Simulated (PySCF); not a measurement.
Species: silicon dicarbide, C2Si (singlet state).
Structure used (PBE0-D3(BJ)/def2-TZVP), in Å, numbered top down from 1:
```xyz
3
C2Si angstrom
C     -0.358   -1.230   -0.615
C      0.441   -0.409   -0.083
Si     1.085   -2.119    0.090
```

Theory: TDDFT CAM-B3LYP/aug-cc-pVTZ, vertical, gas phase, core orbitals frozen in the response (PySCF 2.14.0, density-fitted response routines). Isolated species at its PBE0-D3(BJ)/def2-TZVP geometry, gas phase.

Kohn–Sham orbitals with the atoms that hold most of them (Löwdin shares over 4%, at most four atoms; ? is withheld):

```tsv
orbital	ε (eV)	atoms
LUMO+2	0.66	Si3 87%, C2 6%, C1 6%
LUMO+1	-1.51	Si3 69%, C2 16%, C1 16%
LUMO	-2.21	?
HOMO	?	C1 36%, C2 36%, Si3 28%
HOMO-1	-10.18	?
HOMO-2	-10.94	C2 41%, C1 41%, Si3 18%
HOMO-3	-13.07	C1 38%, C2 38%, Si3 24%
```

Which atoms hold the LUMO, and with what shares?

Si3 (bonded to 2 C) 44%; C2 (bonded to C and Si) 28%; C1 (bonded to C and Si) 28%. By element: carbon 56%, silicon 44%.

Which atoms hold the HOMO-1, and with what shares?

Si3 (bonded to 2 C) 38%; C2 (bonded to C and Si) 31%; C1 (bonded to C and Si) 31%. By element: carbon 62%, silicon 38%.

What is the HOMO energy, and the HOMO–LUMO gap?

ε(HOMO) = -8.97 eV; the gap is 6.77 eV (0.2488 hartree).

The HOMO–LUMO gap is 6.77 eV. Where does the response calculation put the lowest singlet, and from which orbitals?

S1 is at 2.81 eV (f = 0.020), 3.96 eV below the gap, made of HOMO→LUMO (95%). Without the coupling terms of the response equations the lowest excitation would equal the gap.

One configuration dominates each of S1, S2, S3, S4, S5 and S6. Which, and how do the shares of the two leading atoms of either orbital change from the occupied to the empty one?

- S1 (2.81 eV, f 0.020), HOMO→LUMO (95%): C1 36% → 28%, C2 36% → 28%, Si3 28% → 44%
- S2 (3.71 eV, f 0.015), HOMO→LUMO+1 (98%): C1 36% → 16%, C2 36% → 16%, Si3 28% → 69%
- S3 (4.33 eV, f 0.0000), HOMO-2→LUMO (96%): C2 41% → 28%, C1 41% → 28%, Si3 18% → 44%
- S4 (4.56 eV, f 0.0000), HOMO-1→LUMO (94%): Si3 38% → 44%, C2 31% → 28%
- S5 (5.10 eV, f 0.034), HOMO-1→LUMO+1 (98%): Si3 38% → 69%, C2 31% → 16%
- S6 (5.96 eV, f 0.021), HOMO-2→LUMO+1 (80%): C2 41% → 16%, C1 41% → 16%, Si3 18% → 69%
